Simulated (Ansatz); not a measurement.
A nudged elastic band was laid between two geometries of H$_{4}$OSi (6 atoms, charge 0, multiplicity 1).

Computed with Ansatz, RKS PBE/def2-SVPD.

```
movable images  : 5
climbing image  : yes
spring          : 5.0 eV/Å²
optimiser       : quadratic models (default)
start path      : through a guess of the saddle point
force threshold : 0.03 eV/Å
iteration limit : 60
end points      : relaxed
```

First end point:

```xyz
6
Properties=species:S:1:pos:R:3
Si 0.160 0.032 0.211
H 0.207 0.152 1.710
H 1.550 -0.255 -0.289
H -0.360 1.296 -0.397
O -0.934 -1.170 -0.279
H -0.765 -2.072 0.037
```

Last end point:

```xyz
6
Properties=species:S:1:pos:R:3
Si -0.786 0.117 0.463
H 1.263 -0.001 1.199
H 1.522 0.249 0.500
H -0.191 1.008 -0.656
O -0.795 -1.309 -0.492
H -1.156 -2.080 -0.020
```

Question: Which bonds break or form, and what moves?

Answer: Bonds broken: Si1–H2, Si1–H3. Bonds formed: H2–H3. H4OSi becomes H2 + H2OSi.

Question: What energy profile does the band end with?

Answer: The run converged. The highest image is number 4 of 0 to 6, 2.48 eV above the first end and 0.57 eV above the last; the last end lies 1.90 eV above the first. Neighbouring images differ by up to 1.3 eV, so the band resolves the path poorly. A vibrational analysis at the climbing image gives one clearly imaginary mode, 1096i cm⁻¹: a first-order saddle point. The orbitals stay closed-shell, which can raise the energy where a bond breaks towards radicals; this wasn't checked here.

```csv
image,path coordinate (Å),energy (eV),Si1–H2 (Å),Si1–H3 (Å),H2–H3 (Å)
0,0.00,0.00,1.51,1.51,2.44
1,0.47,0.02,1.50,1.50,2.44
2,0.94,0.32,1.49,1.47,2.14
3,1.41,1.57,1.47,1.52,1.68
4,1.88,2.48,1.54,1.70,1.23
5,2.30,2.01,1.80,1.94,0.85
6,2.72,1.90,2.18,2.31,0.79
```

Question: What is the geometry of the highest image?

Answer: 
```xyz
6
Properties=species:S:1:pos:R:3:forces:R:3
Si -0.348 0.049 0.449 -0.01 -0.01 -0.01
H 0.916 -0.021 1.318 0.00 0.01 0.00
H 1.321 0.169 0.168 0.00 -0.01 0.00
H -0.196 1.184 -0.523 0.00 0.00 0.01
O -0.618 -1.391 -0.435 0.00 0.01 0.00
H -1.218 -2.006 0.017 0.00 0.00 0.00
```

Time of the run: 73 s on 1 thread of Arm Neoverse V1, with other jobs on the host, peak memory 0.12 GiB.
